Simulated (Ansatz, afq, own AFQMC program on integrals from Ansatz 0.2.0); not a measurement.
Integrals from Ansatz 0.2.0, then the random walk in our own AFQMC program (afq).

```yaml
crystal:
  periodic: [false, false, false]
  atoms:
    - {symbol: Cl, position_ang: [-0.884277, 0.000000, 0.000000]}
    - {symbol: H, position_ang: [1.012723, 0.000000, 0.000000]}
    - {symbol: C, position_ang: [2.102723, 0.000000, 0.000000]}
    - {symbol: H, position_ang: [2.517191, 0.000000, 0.996161]}
    - {symbol: H, position_ang: [2.517191, 0.000000, -0.996161]}
basis:
  gaussian: {orbitals: cc-pVTZ}
magnetization: {spin_polarized: true, initial_magnetization: 2}
correlation: {method: ccsd_t, electrons: outside_noble_gas, hamiltonian_folder: ham}
```

```sh
$ ansatz run in.yaml --threads 1 --pin off --events-out ev --progress --plain --max-ram 24576MiB --backend cuda --devices 0, --max-vram 18GiB
```

afq runs on the folder ham with

```
--method phaseless --trial cisd --walkers 900 --populations 20 --least-time 60 --time-step 0.005 --steps-per-block 50 --equilibration-blocks 28 --max-blocks 4000 --target-error 0.00022 --factor-cut 1e-05 --start spin_pure --seed 8175 --release-times 0.24,0.51,0.99,1.62,2.4 --release-step 0.03 --release-every 3 --taylor-order 6
```

Times are imaginary, in 1/Eh. The walk had a cap of 236 s. With eight or more populations the least sampling time is a fifth of least-time, and the error comes from their spread.

afq prints:

```
orbitals 100  electrons 8 6  factors 586 of 594
reference energy -499.04408664 Eh
CCSD correlation -0.36811903 Eh in 11 cycles, weight of the determinant in the CISD state 0.8710
energy of the start -499.410723 Eh
 block  time / (1/Eh)  mean weight  energy / Eh
     1     0.250  1.0001  -499.406141
     2     0.500  0.9987  -499.412228
     3     0.750  1.0002  -499.416481
     4     1.000  0.9994  -499.418816
     5     1.250  1.0003  -499.420537
    10     2.500  0.9993  -499.427518
    17     4.250  0.9999  -499.428855
    19     4.750  0.9995  -499.426375
    29     7.250  0.9996  -499.427285
    33     8.250  1.0000  -499.422139
    39     9.750  0.9995  -499.422974
    49    12.250  1.0003  -499.423629
    59    14.750  0.9995  -499.424918
    69    17.250  0.9994  -499.423404
    79    19.750  1.0006  -499.423387
    89    22.250  1.0004  -499.424885
    97    24.250  0.9999  -499.425317
error from the spread of 20 populations
released: time / (1/Eh)  energy / Eh  error  mean overlap
  0.24  -499.425200  0.000236  0.9978
  0.51  -499.425409  0.000282  0.9919
  0.99  -499.425708  0.000223  0.9831
  1.62  -499.426269  0.000329  0.9575
  2.40  -499.425383  0.000555  0.9680
energy -499.424475 +/- 0.000192 Eh
(rows thinned)
```

The run passed its tests (sampling time, drift between the halves within three errors, error under three times the target), which doesn't prove that it has relaxed.

Against this walk (error 5.2 meV) on the same determinant: CCSD(T) 15.3 meV higher. The error is statistical and leaves out the bias of the constraint. None of these is a sure reference here. The released energies are still falling (meV from the phaseless value at times in 1/Eh: -20 ± 6 at 0.24, -25 ± 8 at 0.51, -34 ± 6 at 0.99, -49 ± 9 at 1.62, -25 ± 15 at 2.40), so they give no level; they do show a bias of the constraint, and the last of them that isn't too noisy lies 64 meV below CCSD(T).

Cautions: constraint bias not in the error; lower spins were not checked.

The walk took 51 s on 1 × NVIDIA H100 80GB HBM3 with 2 threads of AMD EPYC 7R13 Processor (Zen 3) (shared host) (the card was shared). The log's last line is the phaseless energy.

A walk keeps the symmetry of its determinant, which the program's search chose and which needn't be the lowest solution, so a lower state of the same spin and another symmetry isn't excluded.
